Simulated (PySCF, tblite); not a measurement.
**C5H10O: a rotation path, then NMR shifts on frames**

How do NMR shifts of C5H10O (`C/C=C(\C)CO`) change as the atoms move?

Computed with tblite 0.8.0 and PySCF 2.14.0, with density-fitted response routines of our own, on a single molecule in the gas phase. Atoms count from 0, in the outputs and in this text.

## 1. Starting geometry

16 atoms, charge 0, multiplicity 1; geometry from: GFN2-xTB.

Bonds of the start (Å): C0–C1 1.49, C1–C2 1.33, C2–C3 1.50, C2–C4 1.51, C4–O5 1.41, C0–H6 1.09, C0–H7 1.09, C0–H8 1.09, C1–H9 1.08, C3–H10 1.09, C3–H11 1.09, C3–H12 1.09, C4–H13 1.10, C4–H14 1.09, O5–H15 0.96.

## 2. The rotation path with GFN2-xTB

The job: settings as JSON, then the geometry in Å.

```
{"job": {"kind": "neb", "xc": "GFN2-xTB", "basis": "xTB", "atoms": [3, 2, 4, 5], "turn": 120}, "charge": 0, "multiplicity": 1}
C      2.111444     0.713126    -0.221405
C      0.772089     0.682151     0.438485
C     -0.229075    -0.147578     0.172101
C     -0.214678    -1.208280    -0.890116
C     -1.523827    -0.071324     0.946026
O     -2.635116     0.207546     0.117183
H      2.220486    -0.075609    -0.958537
H      2.892764     0.596136     0.529093
H      2.266570     1.676627    -0.707840
H      0.644890     1.417469     1.224370
H     -1.237165    -1.437093    -1.182447
H      0.338262    -0.892223    -1.770754
H      0.243033    -2.120468    -0.506877
H     -1.446496     0.676760     1.747886
H     -1.744347    -1.043139     1.398690
H     -2.466434     1.034844    -0.347270
```

With the program's defaults for keys left out, this is: GFN2-xTB climbing-image nudged elastic band, gas phase.

The run is started by

```console
$ OMP_NUM_THREADS=1 python probes_run.py task.json out
```

The driver reads the jobs from task.json and runs them one after another.

The program printed:

```text
image   E - E0 / eV
  0       0.0000
  1       0.0126
  2       0.0508
  3       0.1006
  4       0.1350
  5       0.1280
  6       0.0886
  7       0.0491
  8       0.0357
```

It took 2.2 s on 1 thread of Intel Xeon Platinum 8488C, shared host; peak memory 0.18 GiB.

The final band, with the dihedral C3–C2–C4–O5:

| image | dihedral (°) | energy (eV) | energy (kcal/mol) |
| --- | --- | --- | --- |
| 0 | -60 | 0.000 | 0.0 |
| 1 | -45 | 0.013 | 0.3 |
| 2 | -30 | 0.051 | 1.2 |
| 3 | -14 | 0.101 | 2.3 |
| 4 | 4 | 0.135 | 3.1 |
| 5 | 20 | 0.128 | 3.0 |
| 6 | 35 | 0.089 | 2.0 |
| 7 | 50 | 0.049 | 1.1 |
| 8 | 65 | 0.036 | 0.8 |

## 3. NMR shieldings: image 0, PBE0/pcSseg-1

The job: settings as JSON, then the geometry in Å.

```
{"job": {"kind": "nmr", "xc": "PBE0", "basis": "pcSseg-1", "pop": false}, "charge": 0, "multiplicity": 1}
C      2.111400     0.713100    -0.221400
C      0.772100     0.682200     0.438500
C     -0.229100    -0.147600     0.172100
C     -0.214700    -1.208300    -0.890100
C     -1.523800    -0.071300     0.946000
O     -2.635100     0.207500     0.117200
H      2.220500    -0.075600    -0.958500
H      2.892800     0.596100     0.529100
H      2.266600     1.676600    -0.707800
H      0.644900     1.417500     1.224400
H     -1.237200    -1.437100    -1.182400
H      0.338300    -0.892200    -1.770800
H      0.243000    -2.120500    -0.506900
H     -1.446500     0.676800     1.747900
H     -1.744300    -1.043100     1.398700
H     -2.466400     1.034800    -0.347300
```

Method: GIAO PBE0/pcSseg-1 NMR shielding, non-relativistic, gas phase.

The program printed:

```text
coarse grid: 12720 points
cycle   1  E = -271.2615873386  dE =  6.052e-01  |g| = 6.540e-01  |ddm| = 3.411e+00
cycle   2  E = -271.2108887842  dE =  5.070e-02  |g| = 8.585e-01  |ddm| = 1.153e+00
cycle   3  E = -271.3475683066  dE = -1.367e-01  |g| = 8.564e-02  |ddm| = 7.038e-01
cycle   4  E = -271.3489079759  dE = -1.340e-03  |g| = 3.013e-02  |ddm| = 9.402e-02
cycle   5  E = -271.3491260148  dE = -2.180e-04  |g| = 5.017e-03  |ddm| = 3.388e-02
cycle   6  E = -271.3491312128  dE = -5.198e-06  |g| = 1.670e-03  |ddm| = 6.643e-03
final grid: 120968 points
cycle   7  E = -271.3957490904  dE = -3.287e-05  |g| = 9.582e-03  |ddm| = 2.940e-02
cycle   8  E = -271.3957352338  dE =  1.386e-05  |g| = 1.271e-02  |ddm| = 1.800e-02
cycle   9  E = -271.3957696865  dE = -3.445e-05  |g| = 1.334e-03  |ddm| = 1.064e-02
cycle  10  E = -271.3957700565  dE = -3.701e-07  |g| = 1.789e-04  |ddm| = 1.168e-03
cycle  11  E = -271.3957700601  dE = -3.536e-09  |g| = 1.358e-04  |ddm| = 2.780e-04
cycle  12  E = -271.3957700644  dE = -4.335e-09  |g| = 1.858e-05  |ddm| = 1.147e-04
cycle  13  E = -271.3957700645  dE = -7.645e-11  |g| = 5.273e-06  |ddm| = 2.122e-05
converged SCF energy = -271.3957700645

GIAO shielding tensors (ppm)
atom      isotropic    diamagn.    paramagn.     s11        s22        s33       span
  0 C      170.042     248.224     -78.181    154.836    171.119    184.173     29.337
  1 C       56.980     256.430    -199.450    -46.974     72.492    145.421    192.395
  2 C       41.998     262.063    -220.064    -68.851     42.789    152.056    220.907
  3 C      173.007     247.756     -74.749    158.936    174.511    185.574     26.638
  4 C      112.032     243.465    -131.434     88.011    112.724    135.360     47.349
  5 O      286.781     388.831    -102.050    239.035    286.829    334.480     95.445
  6 H       29.728      31.305      -1.577     25.088     30.799     33.295      8.206
  7 H       30.039      28.692       1.347     26.008     27.510     36.598     10.590
  8 H       29.996      28.999       0.997     25.959     27.567     36.461     10.502
  9 H       26.009      34.180      -8.171     23.621     25.073     29.334      5.713
 10 H       29.304      29.973      -0.669     24.423     29.599     33.890      9.467
 11 H       29.875      31.194      -1.319     25.351     29.501     34.772      9.422
 12 H       30.079      29.876       0.203     26.157     27.245     36.837     10.679
 13 H       27.531      30.950      -3.419     23.150     27.908     31.535      8.385
 14 H       27.572      29.494      -1.923     24.310     27.065     31.340      7.031
 15 H       31.817      33.072      -1.256     24.160     29.361     41.929     17.770
```

Run time: 14 s. Hardware: 1 thread of Intel Xeon Platinum 8488C, shared host; peak memory 0.75 GiB.

The references, computed at this level on geometries of the same kind, shield at (ppm): ¹H TMS 31.72, ¹³C TMS 186.9, ¹⁷O H2O 336.1. Their shielding less the atom's gives the shift. The references are single molecules in the gas phase, so shifts against H2O, NH3, PH3, H3PO4 or CFCl3 are not on the usual liquid scales and can be off by tens of ppm. Each atom is listed at this fixed geometry, with no averaging over motion; a spectrum would average atoms that exchange fast.

| atoms | environment | σ (ppm) | δ (ppm) |
| --- | --- | --- | --- |
| C2 | fully substituted alkene carbon | 42.0 | 144.9 |
| C1 | alkene CH | 57.0 | 129.9 |
| C4 | allylic sp3 CH2 bonded to O | 112.0 | 74.9 |
| C0 | allylic methyl carbon | 170.0 | 16.9 |
| C3 | allylic methyl carbon | 173.0 | 13.9 |
| H9 | hydrogen on an alkene CH | 26.01 | 5.71 |
| H13 | hydrogen on an allylic sp3 CH2 bonded to O | 27.53 | 4.19 |
| H14 | hydrogen on an allylic sp3 CH2 bonded to O | 27.57 | 4.15 |
| H10 | hydrogen on an allylic methyl carbon | 29.30 | 2.41 |
| H6 | hydrogen on an allylic methyl carbon | 29.73 | 1.99 |
| H11 | hydrogen on an allylic methyl carbon | 29.87 | 1.84 |
| H8 | hydrogen on an allylic methyl carbon | 30.00 | 1.72 |
| H7 | hydrogen on an allylic methyl carbon | 30.04 | 1.68 |
| H12 | hydrogen on an allylic methyl carbon | 30.08 | 1.64 |
| H15 | hydrogen on an alcohol oxygen | 31.82 | -0.10 |
| O5 | alcohol oxygen | 286.8 | 49.3 |

## 4. Nuclear shieldings: image 2, PBE0/pcSseg-1

The job: settings as JSON, then the geometry in Å.

```
{"job": {"kind": "nmr", "xc": "PBE0", "basis": "pcSseg-1", "pop": false}, "charge": 0, "multiplicity": 1}
C      2.175800     0.619400    -0.156400
C      0.826800     0.655100     0.483900
C     -0.238400    -0.059100     0.140300
C     -0.267000    -1.041500    -0.994500
C     -1.507100     0.045500     0.964700
O     -2.696300    -0.229700     0.263300
H      2.233700    -0.118100    -0.950700
H      2.931200     0.381900     0.592700
H      2.417700     1.600300    -0.566200
H      0.748100     1.332200     1.326100
H     -1.292700    -1.248600    -1.290900
H      0.277500    -0.666000    -1.857500
H      0.184000    -1.984000    -0.685200
H     -1.560400     1.040600     1.430600
H     -1.475400    -0.699000     1.767900
H     -2.765200     0.379900    -0.479500
```

Level: GIAO PBE0/pcSseg-1 NMR shielding, non-relativistic, gas phase.

The program printed:

```text
coarse grid: 12720 points
cycle   1  E = -271.2581435411  dE =  6.116e-01  |g| = 6.533e-01  |ddm| = 3.429e+00
cycle   2  E = -271.2098165138  dE =  4.833e-02  |g| = 8.498e-01  |ddm| = 1.373e+00
cycle   3  E = -271.3440927125  dE = -1.343e-01  |g| = 8.520e-02  |ddm| = 8.873e-01
cycle   4  E = -271.3453965181  dE = -1.304e-03  |g| = 3.137e-02  |ddm| = 1.016e-01
cycle   5  E = -271.3456225752  dE = -2.261e-04  |g| = 8.243e-03  |ddm| = 3.844e-02
cycle   6  E = -271.3456339568  dE = -1.138e-05  |g| = 4.520e-03  |ddm| = 1.088e-02
cycle   7  E = -271.3456390032  dE = -5.046e-06  |g| = 3.974e-04  |ddm| = 3.880e-03
final grid: 120968 points
cycle   8  E = -271.3924560512  dE = -3.560e-05  |g| = 9.263e-03  |ddm| = 3.105e-02
cycle   9  E = -271.3924461988  dE =  9.852e-06  |g| = 1.172e-02  |ddm| = 1.847e-02
cycle  10  E = -271.3924755564  dE = -2.936e-05  |g| = 1.225e-03  |ddm| = 1.118e-02
cycle  11  E = -271.3924758373  dE = -2.809e-07  |g| = 1.221e-04  |ddm| = 1.156e-03
cycle  12  E = -271.3924758402  dE = -2.887e-09  |g| = 3.425e-05  |ddm| = 1.442e-04
cycle  13  E = -271.3924758404  dE = -1.781e-10  |g| = 2.087e-05  |ddm| = 4.925e-05
converged SCF energy = -271.3924758404

GIAO shielding tensors (ppm)
atom      isotropic    diamagn.    paramagn.     s11        s22        s33       span
  0 C      170.129     247.998     -77.869    155.039    171.571    183.778     28.738
  1 C       60.715     256.546    -195.831    -47.273     76.370    153.047    200.319
  2 C       42.844     262.136    -219.292    -66.404     50.884    144.052    210.455
  3 C      175.959     247.402     -71.444    160.661    180.867    186.347     25.686
  4 C      115.460     243.012    -127.552     84.715    112.059    149.607     64.891
  5 O      296.003     387.879     -91.876    258.192    290.726    339.091     80.899
  6 H       29.674      31.287      -1.612     24.907     30.866     33.249      8.342
  7 H       30.056      28.663       1.393     25.997     27.512     36.660     10.663
  8 H       29.960      28.858       1.103     25.916     27.532     36.434     10.518
  9 H       26.186      34.128      -7.941     23.604     25.224     29.731      6.128
 10 H       29.263      30.597      -1.333     24.006     29.850     33.934      9.927
 11 H       30.042      31.187      -1.145     25.432     29.521     35.175      9.743
 12 H       30.111      29.894       0.217     25.767     27.488     37.080     11.313
 13 H       27.279      30.633      -3.354     22.489     28.122     31.225      8.736
 14 H       27.219      29.054      -1.835     22.587     27.744     31.324      8.737
 15 H       31.720      32.767      -1.047     24.091     28.761     42.307     18.216
```

Run time: 14 s. Hardware: 1 thread of Intel Xeon Platinum 8488C, shared host; peak memory 0.75 GiB.

Key values: δ C2 144.1, C1 126.2, C4 71.5, C0 16.8, H9 5.53, H14 4.50 ppm.

[end of part 1 of 2]
